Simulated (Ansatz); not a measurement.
# SbH₂⁻, triplet: the ladder up to UCCSDT(Q)

Geometry: displaced at random from a stationary point.

```json
{"atom": "Sb", "x (Å)": "-0.0154", "y (Å)": "-0.0090", "z (Å)": "0.0216"}
{"atom": "H", "x (Å)": "-0.0163", "y (Å)": "-0.0252", "z (Å)": "-2.1004"}
{"atom": "H", "x (Å)": "0.0317", "y (Å)": "0.0342", "z (Å)": "2.0788"}
```

Basis def2-TZVPD with its core potentials; Ansatz 0.2.0. Correlated methods freeze the noble-gas cores and the filled d shells of p-block atoms, which leaves 8 electrons in 65 orbitals. R marks a restricted (for open shells ROHF) determinant, U an unrestricted one. Active spaces: valence = (8e, 6o) chosen from the atoms' valence shells. No spin–orbit coupling is included; scalar relativity enters through the core potentials alone.

Full CI isn't at hand for all of this; UCCSDT(Q) serves as the reference, and is uncertain by about the last step of the cluster series. The frozen core follows each run's orbitals, which can shift R against U totals by a few meV for light atoms and by up to 0.1 eV past Ca.

- UHF ⟨S²⟩: 2.017
- T1 diagnostic (RCCSD): 0.0432
- largest doubles amplitude (RCCSD): 0.071
- T1 diagnostic (UCCSD): 0.0417

```
   level  E − E(UCCSDT(Q)) (kcal/mol)  share of correlation (%)  wall time
     UHF                        96.97                      2.62          –
    UMP2                        21.76                     78.15          –
   UCCSD                         4.64                     95.35          –
UCCSD(T)                         1.03                     98.97       25 s
  UCCSDT                         0.20                     99.80          –
```

The correlation energy at UCCSDT(Q), counted from RHF, is -4.318 eV. That run took 2.2 min on 1 thread of Arm Neoverse V1, shared host.

Run but not shown, since their state or frozen core can't be matched to the reference's or they repeat it: RHF, RMP2, RCCSD, RCCSD(T), BCCD(T), RCCSDT, RCCSDT(Q), CASSCF (valence space), NEVPT2 (valence space), MRCISD (valence space), MRCISD+Q (valence space).

Times hold each run's SCF and search for its determinant on a shared host, so for small cases they say little of a method's own cost; they ran on 1 thread of Arm Neoverse V1.

Natural occupations of CASSCF (valence space) about the gap: 1.999 1.995 1.952 1.004 1.000 0.049; effectively unpaired electrons, Σ n²(2−n)², 2.02.
